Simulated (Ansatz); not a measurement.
# FH7Si2: the cost of one run

Program: Ansatz 0.2.0. Level of theory: RHF/def2-SVP. These are calculated values, not measurements.

1 further run of the same task is left out (it didn't finish).

**1. The starting structure**

Bond lengths: Si1–H3 1.460 Å, Si1–H4 1.459 Å, Si1–F5 1.589 Å, Si1–Si6 2.520 Å, Si6–H7 1.460 Å, Si6–H8 1.460 Å, Si6–H9 1.460 Å. Angles: H3–Si1–H4 109.5°, H3–Si1–F5 109.5°, H3–Si1–Si6 178.9°, H4–Si1–F5 109.5°, H4–Si1–Si6 70.0°, F5–Si1–Si6 70.0°, Si1–Si6–H7 109.5°, Si1–Si6–H8 109.5°, Si1–Si6–H9 109.5°, H7–Si6–H8 109.4°, H7–Si6–H9 109.4°, H8–Si6–H9 109.4°.

Coordinates:

```xyz
10

Si    0.0000    0.0000    0.0000
H     0.0000    0.0000    1.8100
H     1.3768    0.0000   -0.4862
H    -0.6877    1.1914   -0.4862
F    -0.7489   -1.2974   -0.5295
Si   -2.3914    0.0000    0.7946
H    -3.1794   -0.9102   -0.0313
H    -2.4426   -0.4389    2.1861
H    -2.9397    1.3491    0.6900
H    -0.9452    0.0000    1.8966
```

**2. Pulling towards end A**

Springs on the bonds that form and break draw the guess towards this end; the thresholds are loose.

Input file input.yaml:

```yaml
crystal:
  periodic: [false, false, false]
  atoms:
    - { symbol: Si, position_ang: [0.0, 0.0, 0.0] }
    - { symbol: H, position_ang: [0.0, 0.0, 1.81] }
    - { symbol: H, position_ang: [1.3768, 0.0, -0.4862] }
    - { symbol: H, position_ang: [-0.6877, 1.1914, -0.4862] }
    - { symbol: F, position_ang: [-0.7489, -1.2974, -0.5295] }
    - { symbol: Si, position_ang: [-2.3914, 0.0, 0.7946] }
    - { symbol: H, position_ang: [-3.1794, -0.9102, -0.0313] }
    - { symbol: H, position_ang: [-2.4426, -0.4389, 2.1861] }
    - { symbol: H, position_ang: [-2.9397, 1.3491, 0.69] }
    - { symbol: H, position_ang: [-0.9452, 0.0, 1.8966] }
basis:
  gaussian: { orbitals: def2-SVP }
hamiltonian:
  xc: hf
relax:
  f_tol: 0.15
  max_steps: 25
  restrain:
    - { distance: [0, 5], at: 3.42, k: 30.0 }
    - { distance: [9, 1], at: 1.86, k: 30.0 }
    - { distance: [0, 1], at: 1.46, k: 30.0 }
    - { distance: [9, 5], at: 1.46, k: 30.0 }
```

Command:

```bash
ansatz run input.yaml --threads 1 --pin off --max-ram 2048MiB --backend cpu --events-out ev --progress --plain --runs-dir out
```

**Question.** How long does this run take on 1 thread of Arm Neoverse V1, shared host, and how much memory does it need?

About 14 s, with a peak of 0.15 GiB.
